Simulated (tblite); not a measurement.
# BCl3H3P: the cost of one run

Programs: tblite 0.8.0 and PySCF 2.14.0. All values are calculated, for the isolated system unless a continuum is named. Atoms count from 0, parts from 1.

### Step 1. The system as given

8 atoms, charge 0, multiplicity 1; geometry: rigid parts in contact. Parts: 1 = atoms 0–3, `ClB(Cl)Cl`, charge 0; 2 = atoms 4–7, `P`, charge 0.

### Step 2. Search for minima with GFN2-xTB

Job settings and geometry (Å):

```
{"job": {"kind": "dock", "xc": "GFN2-xTB", "basis": "xTB"}, "charge": 0, "multiplicity": 1, "parts": [{"atoms": "0-3", "charge": 0, "multiplicity": 1}, {"atoms": "4-7", "charge": 0, "multiplicity": 1}]}
Cl     1.284081    -0.469384    -1.049536
B     -0.000003    -0.000049    -0.000258
Cl    -1.465401     0.625927    -0.656586
Cl     0.181323    -0.156495     1.706380
P     -1.245552    -2.798719     0.455659
H     -1.934688    -2.035144    -0.474225
H     -1.785379    -3.979379    -0.031498
H     -2.254123    -2.661862     1.397659
```

Level: GFN2-xTB search for minima from random contacts, gas phase.

The run is started by

```
OMP_NUM_THREADS=1 python cluster_run.py task.json out
```

This one command runs all jobs of the session in turn.

**Question.** How long does this first job take on 1 thread of Arm Neoverse V2, shared host?

About 10 s.
